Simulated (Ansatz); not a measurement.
Rock-salt TiC, treated with PBEsol (PAW; Ansatz, a quantum-chemistry and plane-wave program).

A relaxed, unreconstructed slab of the (110) face has 16 atoms, two equal faces of 13.032 Å² each and an energy of -21772.8622 eV. A bulk cell of 4 atoms with the same orientation and in-plane k mesh has -5444.8449 eV. Energies are extrapolated to zero smearing.

Numerical settings: plane-wave cutoff 500 eV, 10×14×1 k mesh (along the axes of the cell as run), Fermi–Dirac smearing 0.05 eV, scalar-relativistic PAW data made under PBE.

Worked out: γ = (E_slab − N E_bulk per atom)/2A = [-21772.8622 − 16 × (-5444.8449/4)]/(2 × 13.032) = 0.2501 eV/Å². With 16.022 J/m² per eV/Å² this is 4.01 J/m², or 3.26 eV per surface cell and face.
